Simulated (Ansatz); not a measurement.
Relaxing a trial structure of H4Si3

The starting geometry of this gas-phase singlet was optimised with GFN2-xTB.

```
atom    x (Å)    y (Å)    z (Å)
  Si   1.6923  -2.0069   0.7147
  Si   0.9123  -0.2213  -0.4160
  Si  -0.2967   1.1696   0.9484
   H  -0.8042   0.8697   2.3000
   H   0.6187   2.3081   1.1397
   H  -1.4734   1.6646   0.2233
   H   0.7279  -3.0295   0.1694
```

**Question.** Where would you expect an optimisation with r2SCAN-D4/def2-TZVP to take it?

**Answer.** A new bond forms, giving a structure with H4 bridging Si1 and Si3, given below by its coordinates. Distances that change by over a tenth: Si1–H4 (4.13 → 1.79 Å). Contacts that close: Si1–Si3 (3.76 → 2.36 Å).

The energy falls by 0.84 eV over 21 steps:

```tsv
step	E − E(last) (eV)
1	0.842
3	0.749
5	0.737
8	0.638
10	0.423
12	0.200
14	0.084
17	0.009
19	0.000
21	0.000
```

Final geometry (Å):

```yaml
atoms:
  - { symbol: Si, position_ang: [0.7123, -1.2049, 0.4812] }
  - { symbol: Si, position_ang: [1.2977, 0.1131, -1.1186] }
  - { symbol: Si, position_ang: [-0.0137, 1.0318, 0.6395] }
  - { symbol: H, position_ang: [-0.2500, -0.2277, 1.6286] }
  - { symbol: H, position_ang: [0.5731, 1.9817, 1.6236] }
  - { symbol: H, position_ang: [-1.4360, 1.4137, 0.4245] }
  - { symbol: H, position_ang: [0.4938, -2.3534, 1.4007] }
```

Frequencies at the end are all real (lowest 181 cm⁻¹). Run with Ansatz 0.2.0, 49 s on 2 threads of Arm Neoverse V1, with other jobs on the host.
